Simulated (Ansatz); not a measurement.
# BCl2 (doublet): wave-function methods side by side, def2-TZVPP

One table from this session's results is given with a row withheld; the runs are named, their logs left out.

Method: def2-TZVPP, core rule «outside noble gas», up to 11 orbitals frozen; program: Ansatz 0.2.0, Gaussian basis.

The runs, in order: UHF; ROHF; CCSD(T) on UHF.

## What is computed

The geometry is a PBE0/def2-TZVP stationary point (not a proven minimum) of the parent state, kept for this charge and spin.

3 atoms, charge 0, spin multiplicity 2.

Atoms are counted from 1 here; the program's logs count them from 0.

Bond lengths: B1–Cl2 1.837 Å, B1–Cl3 1.837 Å. Angles: Cl2–B1–Cl3 89.7°.

Coordinates:

```xyz
3
charge 0, multiplicity 2
B     0.0000   -1.1301    0.0000
Cl    0.0000    0.1723   -1.2955
Cl    0.0000    0.1723    1.2955
```

Set-up of the first run:

in.yaml

```yaml
crystal:
  periodic: [false, false, false]
  atoms:
    - {symbol: B, position_ang: [0.000000, -1.130054, 0.000000]}
    - {symbol: Cl, position_ang: [0.000000, 0.172299, -1.295539]}
    - {symbol: Cl, position_ang: [0.000000, 0.172299, 1.295539]}
basis:
  gaussian: {orbitals: def2-TZVPP}
magnetization: {spin_polarized: true, initial_magnetization: 1}
hamiltonian: {xc: hf}
output: {orbitals: {seedname: orbitals}}
```

Launch:

```bash
> ansatz run in.yaml --threads 1 --pin off --events-out ev --progress --plain --max-ram 4096MiB --backend cpu
```

Steps of the session up to this table: UHF; ROHF; CCSD(T) on UHF.

One table of the session follows, with a row left open; its other results are not shown here.

| method | from UCCSD(T) (meV) |
| --- | --- |
| ROHF | ? |
| UHF | +13840.5 |
| UMP2 | +1579.0 |
| UCCSD | +642.3 |
| UCCSD(T) | 0 |

**Question.** Estimate the row for ROHF.

As computed: from UCCSD(T) (meV): +13881.5. In the column «from UCCSD(T) (meV)» it is the highest.
